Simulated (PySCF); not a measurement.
Species: 1,3-propanediol, C₃H₈O₂.
Bonds: O1–C2, C2–C3, C3–C4, C4–O5. Hydrogens: H6 on O1; H7, H8 on C2; H9, H10 on C3; H11, H12 on C4; H13 on O5.

Computed by this run: PySCF 2.14.0, PBE0-D3(BJ)/def2-TZVP geometry optimisation, gas phase; density fitting, grid level 2; the optimiser is geomeTRIC in internal coordinates, started from a GFN2-xTB structure with every atom displaced at random (about 0.01 Å).

Step 1: E = -7330.1698 eV
```
atom  x, y, z in Å  |  force x, y, z in eV/Å
O1     -1.2527    1.4815   -0.0032    0.113   0.073   0.115
C2     -1.0959    0.2922   -0.7360   -0.140   0.073  -0.194
C3      0.3312   -0.2305   -0.7337   -0.208   0.039  -0.140
C4      0.6949   -0.7507    0.6427    0.350  -0.049  -0.216
O5      0.7697    0.2834    1.6186   -0.783  -0.558   0.166
H6     -0.7506    1.3705    0.8163   -0.092  -0.005  -0.045
H7     -1.7441   -0.5029   -0.3309   -0.042   0.013  -0.044
H8     -1.4520    0.5053   -1.7516    0.135  -0.036   0.083
H9      1.0247    0.5551   -1.0720   -0.079  -0.147   0.090
H10     0.4016   -1.0632   -1.4457    0.036   0.052   0.027
H11    -0.1115   -1.4274    0.9575    0.322   0.045   0.171
H12     1.6512   -1.3022    0.6027   -0.304   0.007   0.120
H13     1.5481    0.7894    1.4413    0.692   0.492  -0.133
```

Step 2: E = -7330.2074 eV
```
atom  x, y, z in Å  |  force x, y, z in eV/Å
O1     -1.2473    1.4976   -0.0098    0.057   0.010   0.028
C2     -1.1080    0.3080   -0.7494    0.016  -0.072   0.061
C3      0.3088   -0.2479   -0.7284   -0.064  -0.042   0.088
C4      0.7185   -0.7629    0.6450   -0.013   0.134  -0.131
O5      0.7821    0.2678    1.6243    0.003   0.033   0.007
H6     -0.7952    1.3564    0.8321   -0.026  -0.009  -0.021
H7     -1.7954   -0.4685   -0.3743    0.000   0.015  -0.015
H8     -1.4158    0.5356   -1.7735    0.047   0.021   0.008
H9      1.0042    0.5308   -1.0611    0.043  -0.014  -0.020
H10     0.3799   -1.0738   -1.4456    0.005   0.000   0.014
H11    -0.0394   -1.4570    1.0133    0.004  -0.085   0.016
H12     1.6733   -1.3016    0.5988   -0.034   0.006  -0.030
H13     1.5490    0.8159    1.4347   -0.038   0.003  -0.006
```

**Question.** Estimate the geometry and energy of step 3. (The exact step hangs on the optimiser's Hessian estimate; all steps are aligned on step 2, rigid shifts and turns removed.)

**Answer.** E = -7330.2116 eV, largest force 0.109 eV/Å
```
atom  x, y, z in Å  |  force x, y, z in eV/Å
O1     -1.2208    1.4968    0.0041   -0.034   0.022  -0.042
C2     -1.1034    0.3104   -0.7449    0.007  -0.001   0.022
C3      0.3039   -0.2598   -0.7282   -0.008  -0.017   0.019
C4      0.7172   -0.7635    0.6410   -0.042   0.034   0.000
O5      0.7612    0.2744    1.6144    0.098   0.022   0.041
H6     -0.7833    1.3348    0.8491    0.001  -0.014   0.014
H7     -1.8068   -0.4559   -0.3800    0.008   0.004  -0.009
H8     -1.3964    0.5525   -1.7691   -0.013   0.029  -0.009
H9      1.0054    0.5136   -1.0613    0.029  -0.002  -0.044
H10     0.3740   -1.0864   -1.4440   -0.018  -0.014   0.009
H11    -0.0232   -1.4734    1.0184   -0.006  -0.034  -0.015
H12     1.6771   -1.2889    0.5913    0.049   0.013   0.015
H13     1.5098    0.8458    1.4149   -0.071  -0.044  -0.001
```

The energy changes by -0.0042 eV. The first-order estimate −F·Δx gives -0.0082 eV and the mean of the old and new forces, exact on a quadratic surface, -0.0040 eV. The step makes an angle of 71° with the force vector and moves no atom by more than 0.053 Å.

The cost below is that of the whole optimisation. Time: 94 s wall; peak memory 0.99 GiB. Hardware: one thread of an Intel Xeon 6975P-C, on a shared host.
